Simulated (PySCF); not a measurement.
Isomers of C3H5Cl, one conformer each; single-point electronic energies without zero-point terms and without any empirical dispersion term.

Computed with PySCF at wB97X-D/pcSseg-2, non-relativistic, each on one gas-phase PBE0-D3(BJ)/def2-TZVP geometry that isn't relaxed in the solvent. The solvent is an IEF-PCM continuum (Bondi radii, 1.10 Å for H, scaled by 1.2). Specific hydrogen bonds and non-electrostatic terms are outside this model.

```tsv
isomer	relative energy, gas (kcal/mol)	dipole (D)
`C=CCCl`	0.0	2.05
`ClC1CC1`	5.0	2.01
```

How do the relative energies look in chloroform (ε = 4.711)?

```json
{"isomer": "`C=CCCl`", "relative energy, solvent (kcal/mol)": "0.0", "E(solvent) − E(gas) (kcal/mol)": "-2.5", "dipole in solvent (D)": "2.50"}
{"isomer": "`ClC1CC1`", "relative energy, solvent (kcal/mol)": "5.5", "E(solvent) − E(gas) (kcal/mol)": "-2.0", "dipole in solvent (D)": "2.45"}
```

The order is unchanged. Conformers: `[CH2:1]=[CH:2][CH2:3][Cl:4]` with C1–C2–C3–Cl4 -120°. `C=CCCl` gains most from the continuum, and it has the largest gas-phase dipole. The gains span 0.5 kcal/mol, the gas-phase energies 5.0 kcal/mol.
